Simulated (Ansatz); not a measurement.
# Property card for V3O5

These are results of DFT PBEsol, scalar-relativistic, plane waves, PAW in Ansatz, not measurements.

Settings: cutoff 420 eV, Γ-centred mesh 8×8×6 on the computed 16-atom cell, Gaussian smearing of 0.10 eV; collinear spin from starting moments -1.07 -0.97 -1.14 1.07 0.97 1.14 0 0 0 0 0 0 0 0 0 0 μB.

The structure is relaxed at this level of theory with its symmetry kept. Whether it is the stable form of this composition wasn't checked.

```cif
data_structure
_symmetry_space_group_name_H-M 'P 1'
_symmetry_Int_Tables_number 1
_cell_length_a 4.8432
_cell_length_b 5.5135
_cell_length_c 7.0694
_cell_angle_alpha 110.384
_cell_angle_beta 90.000
_cell_angle_gamma 116.053
_cell_volume 156.33
loop_
_atom_site_label
_atom_site_type_symbol
_atom_site_fract_x
_atom_site_fract_y
_atom_site_fract_z
_atom_site_occupancy
V1 V 0.99952 0.50292 0.50374 1
V2 V 0.63181 0.74709 0.70958 1
V3 V 0.38651 0.25717 0.79053 1
V4 V 0.00340 0.50292 0.00374 1
V5 V 0.61528 0.74709 0.20958 1
V6 V 0.37065 0.25717 0.29053 1
O1 O 0.18570 0.49609 0.74869 1
O2 O 0.81039 0.49609 0.24869 1
O3 O 0.04392 0.88876 0.65925 1
O4 O 0.34484 0.88876 0.15925 1
O5 O 0.95488 0.10741 0.33796 1
O6 O 0.65253 0.10741 0.83796 1
O7 O 0.74744 0.67216 0.94354 1
O8 O 0.42473 0.67216 0.44354 1
O9 O 0.25417 0.32841 0.05669 1
O10 O 0.57424 0.32841 0.55669 1
```

```json
{
 "Space group": "Cc (No. 9)",
 "Volume per atom": "9.77 Å³",
 "Formation energy from the elements' standard states (uncorrected)": "-2.377 eV/atom",
 "Kohn–Sham band gap": "none (metal)",
 "Density of states at the Fermi level": "5.70 states/eV per cell",
 "Löwdin character within 0.5 eV of the Fermi level": "V 3d 86 %, O 2p 12 %",
 "Total moment": "0.00 μB per cell",
 "Site moments (μB; atoms counted from 1 over the whole cell)": "V (atom 1) -0.97, V (atom 2) -0.89, V (atom 3) -1.03, V (atom 4) 0.97, V (atom 5) 0.89, V (atom 6) 1.03, O (atom 9) 0.05, O (atom 10) -0.05"
}
```

Only this magnetic start was tried.

Cost: 1 run of about 42 core-minutes, on Oxide Virtual Turin-like Processor (Zen 5) (shared hosts).